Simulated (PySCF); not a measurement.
# SiH: doublet, from a linear start

Where does doublet SiH go from a linear start, is the end point a minimum, and what are its modes, charges and moments?

Computed with PySCF 2.14.0. Level: B3LYP, basis Si def2-TZVP, H def2-TZVP, no relativity, density fitting.

## Step 1: The starting structure

2 atoms, charge 0, spin multiplicity 2.

Bond lengths: Si1–H2 1.554 Å.

```xyz
2
charge 0 multiplicity 2
Si    0.0000    0.0000    0.0000
H     0.0000    0.0000    1.5540
```

## Step 2: Finding the electronic state

One driver script runs all steps and calls PySCF; scf.py shows how it sets up the SCF of each step. The optimiser is the driver's own. After this first run the driver tries any further starts and a stability analysis.

Contents of scf.py:

```python
from pyscf import gto, scf, dft
mol = gto.M(atom='''
Si     0.000000     0.000000     0.000000
H      0.000000     0.000000     1.554000''',
    basis={'Si': 'def2-TZVP', 'H': 'def2-TZVP'},
    charge=0, spin=1)
mf = dft.UKS(mol, xc='B3LYP')
mf.grids.atom_grid = (50, 194)
aux = {'Si': 'def2-universal-JKFIT', 'H': 'def2-universal-JKFIT'}
mf = mf.density_fit(auxbasis=aux)
mf.conv_tol = 1e-08
mf.diis_space = 10
mf.max_cycle = 60
mf.init_guess = 'minao'
mf.verbose = 4
mf.kernel()
```

Started as:

```console
$ OMP_NUM_THREADS=2 python axn.py task.json out
```

The program printed:

```text
init E= -289.872427802404
[... the frontier-level lines of each cycle are left out ...]
cycle= 1 E= -290.00667579004  delta_E= -0.134  |g|= 0.102  |ddm|= 0.746
cycle= 2 E= -290.011247147813  delta_E= -0.00457  |g|= 0.064  |ddm|= 0.225
cycle= 3 E= -290.013237498931  delta_E= -0.00199  |g|= 0.00665  |ddm|= 0.093
cycle= 4 E= -290.013285453178  delta_E= -4.8e-05  |g|= 0.0019  |ddm|= 0.0134
cycle= 5 E= -290.013289426318  delta_E= -3.97e-06  |g|= 0.000482  |ddm|= 0.00354
cycle= 6 E= -290.013289691313  delta_E= -2.65e-07  |g|= 0.000123  |ddm|= 0.000971
cycle= 7 E= -290.013289717036  delta_E= -2.57e-08  |g|= 3.44e-05  |ddm|= 0.000306
cycle= 8 E= -290.013289720552  delta_E= -3.52e-09  |g|= 1.02e-05  |ddm|= 0.000136
Extra cycle  E= -290.013289720749  delta_E= -1.98e-10  |g|= 5.43e-06  |ddm|= 2.91e-05
converged SCF energy = -290.013289720749  <S^2> = 0.75509728  2S+1 = 2.0050908
```

This step, with its further starts and checks, took 0.7 s on 2 threads of Arm Neoverse V1, shared host.

No lower solution of this spin turned up in the test of internal stability.

## Step 3: Relaxing the doublet from the linear start

The program finds C∞v symmetry in the start, which this walk keeps. The walk stops when the largest gradient is under 0.0003 Eh/bohr and the energy has settled too.

scf.py: that of step 2 with these lines changed.

```diff
@@ -3,2 +3,2 @@
-Si     0.000000     0.000000     0.000000
-H      0.000000     0.000000     1.554000''',
+Si     0.000000     0.000000    -0.054034
+H      0.000000     0.000000     1.499966''',
@@ -14 +13,0 @@
-mf.init_guess = 'minao'
```

Energy and gradient, step by step:

| step | energy (Eh) | change (kJ/mol) | largest symmetric gradient (Eh/bohr) |
| --- | --- | --- | --- |
| 0 | -290.013290 | 0.00 | 0.00649 |
| 1 | -290.013429 | -0.37 | 0.00193 |
| 2 | -290.013442 | -0.40 | 0.00011 |
| 3 | -290.013442 | -0.40 | 0.00000 |

The walk took 1 s.

End point (C∞v, 3 steps, 0.4 kJ/mol gained): Si–H 1.530 Å.

## Step 4: Is it a minimum? Harmonic modes

On the finer grid the gradient is checked again; gradients at displacements of ±0.02 bohr then give force constants and infrared intensities.

scf.py: that of step 3 with these lines changed.

```diff
@@ -3,2 +3,2 @@
-Si     0.000000     0.000000    -0.054034
-H      0.000000     0.000000     1.499966''',
+Si     0.000000    -0.000000    -0.053185
+H      0.000000     0.000000     1.476411''',
@@ -8 +8 @@
-mf.grids.atom_grid = (50, 194)
+mf.grids.atom_grid = (75, 302)
@@ -11 +11 @@
-mf.conv_tol = 1e-08
+mf.conv_tol = 1e-10
```

This SCF starts from the last density.

Log of the central SCF (cycles and frontier levels):

```text
init E= -290.013437614916
[... the frontier-level lines of each cycle are left out ...]
cycle= 1 E= -290.013437614927  delta_E= -1.14e-11  |g|= 3.54e-06  |ddm|= 1.33e-05
Extra cycle  E= -290.013437614934  delta_E= -6.99e-12  |g|= 2.61e-06  |ddm|= 9.91e-06
converged SCF energy = -290.013437614934  <S^2> = 0.75510431  2S+1 = 2.0050978
```

The whole step took 3.8 s.

Geometry: C∞v; Si–H 1.530 Å.

Modes, for the most abundant isotopes:

| ω (cm⁻¹) | IR (km/mol) | μ (u) |
| --- | --- | --- |
| 2009 | 271 | 1.04 |

Every mode is real; the point is a minimum.

The SCF density has lower symmetry than the nuclear frame, so the modes carry no labels; pairs that should be degenerate can split.

Properties at this point:

```yaml
Dipole_moment: 0.06 D
Highest_occupied_level: -5.20 eV
Lowest_empty_level: -3.40 eV
Rotational_constants: 7.407 cm⁻¹
Zero-point_energy: 12.0 kJ/mol
Principal_polarisabilities: 25.1, 27.8, 34.9 bohr³
Atomisation_energy_without_zero-point_energy: 313 kJ/mol
Principal_traceless_quadrupole_moments_about_the_centre_of_mass: -2.48, -2.23, 4.71 D Å
Entropy_at_298.15_K_and_1_bar_electronic_part_spin_only: 192.6 J/(mol K)
Heat_capacity_Cp_at_298.15_K: 29.1 J/(mol K)
Enthalpy_at_298.15_K_above_0_K: 8.68 kJ/mol
Rotational_symmetry_number: 1
Spin_squared_⟨S²⟩: 0.755
```

Charges (e) and bond orders:

| atom | Mulliken | Löwdin | polar tensor | spin (Mulliken) | Mayer order to Si1 |
| --- | --- | --- | --- | --- | --- |
| Si1 | 0.05 | 0.09 | 0.17 | 1.02 | – |
| H2 | -0.05 | -0.09 | -0.17 | -0.02 | 0.95 |

Outer orbital energies (eV). α occupied: -1799.94, -144.29, -99.73, -99.63, -99.45, -13.33, -7.67, -5.20; empty: -3.40, 1.05, 4.09, 4.97. β occupied: -1799.84, -144.19, -99.68, -99.40, -99.31, -12.67, -7.37; empty: -3.17, -2.31, 1.28, 4.21.

Mulliken populations on Si1: s 5.92, p 7.97, d 0.06, f 0.00.

## Step 5: What came out

```
                                          quantity            value
                                           minimum     doublet, C∞v
                                          geometry     Si–H 1.530 Å
                                wavenumbers (cm⁻¹)             2009
                                     dipole moment           0.06 D
highest occupied, lowest empty level (either spin)  -5.20, -3.40 eV
                        polar-tensor charge of Si1          +0.17 e
                                 zero-point energy      12.0 kJ/mol
                               entropy at 298.15 K  192.6 J/(mol K)
         atomisation energy (no zero-point energy)       313 kJ/mol
                                              ⟨S²⟩            0.755
```

The molecule stays C∞v, as typed, and the end point is a minimum. In the infrared the band at 2009 cm⁻¹ (stretch) leads. Most of the spin sits on Si1 (Mulliken spin 1.02, against 1 for the whole molecule). Other starts or spin states, not run here, may lie lower. The SCF density has lower symmetry than the nuclear frame.

The search up to here took 5.6 s.
